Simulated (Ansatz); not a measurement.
Process, species as SMILES: CC(N)=O → [NH-]C(C)=O + H+
B3LYP-D3(BJ)/def2-TZVP geometries, fixed; electronic energies without zero-point terms.
Largest species:
```xyz
9

O      0.4073     1.2798     0.2946
C      0.0816     0.1387     0.0326
N      0.9986    -0.8468    -0.1812
C     -1.3711    -0.2792    -0.0780
H      0.7349    -1.7900    -0.3981
H     -1.8457     0.3222    -0.8532
H     -1.5079    -1.3352    -0.3102
H     -1.8688    -0.0520     0.8647
H      1.9753    -0.6128    -0.1189
```

Basis-set convergence of the deprotonation energy at CCSD(T) with Ansatz (a first-principles code). Cartesian d functions, on some or all atoms, in 6-31+G*; all else is spherical. Cores are frozen. Species with rotatable bonds are taken in one conformer. The proton leaves the site shown, which need not be the most acidic. No added dispersion term, no relativity. Functions are those of the species that has most. Reference: Hartree-Fock in aug-cc-pVQZ plus the correlation part extrapolated as X^-3 from aug-cc-pVTZ and aug-cc-pVQZ, 369.35 kcal/mol, itself unsure by roughly 0.11 kcal/mol (a third of the extrapolation step and of the last Hartree-Fock step). Deviations are taken from unrounded values.

```tsv
basis	functions
def2-SV(P)	66
def2-SVP	81
6-31+G*	86
6-311+G**	118
aug-cc-pVDZ	137
def2-TZVP	154
6-311++G(2d,2p)	158
def2-TZVPP	194
jun-cc-pV(T+d)Z	226
6-311++G(3df,3pd)	246
aug-cc-pVTZ	299
def2-QZVPP	378
aug-cc-pVQZ	550
```

Which is the smallest set listed that can be trusted to 0.5 kcal/mol here, that is, within that of the reference together with its larger relatives (same family, alike in diffuse functions; a set with none to test it counts only in the reference's own line)?

The smallest set listed that lies within 0.5 kcal/mol of the reference with all its larger relatives (same family, alike in diffuse functions; a set with none counts only in the reference's own line) is jun-cc-pV(T+d)Z (226 functions, 0.26 kcal/mol off). Value minus reference: def2-SV(P) 9.86, def2-SVP 16.66, 6-31+G* -3.99, 6-311+G** 1.49, aug-cc-pVDZ -2.19, def2-TZVP 2.78, 6-311++G(2d,2p) 0.68, def2-TZVPP 4.53, jun-cc-pV(T+d)Z 0.26, 6-311++G(3df,3pd) 0.72, aug-cc-pVTZ -0.26, def2-QZVPP 1.83, aug-cc-pVQZ 0.02 kcal/mol.
